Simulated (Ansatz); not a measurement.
Fluorite SrCl₂ was calculated with PBEsol in Ansatz (plane waves, PAW).

Numerical settings: plane-wave cutoff 520 eV, 8×8×8 k mesh, Fermi–Dirac smearing 0.01 eV, scalar-relativistic PAW data made under PBE.

Response to compression and expansion:

```
V (Å³/atom)  P (GPa)  direct gap at Γ (eV)  smallest gap on the k mesh (eV)
-----------  -------  --------------------  -------------------------------
25.822          2.71                 5.863                            5.283
26.372          1.71                 5.775                            5.304
26.921          0.81                 5.688                            5.324
27.471          0.00                 5.605                            5.253
28.020         -0.72                 5.524                            5.179
28.569         -1.37                 5.445                            5.108
29.119         -1.94                 5.368                            5.039
```

The fundamental gap (5.25 eV at the equilibrium volume, with added k points) lies elsewhere than Γ–Γ.

Measured, for comparison: band gap 7.5 eV (temperature not stated, no zero-point or thermal correction; as tabulated in Aguado et al. (1999), arXiv:cond-mat/9901145).

Spin–orbit coupling is not included.

Ansatz is a first-principles code.
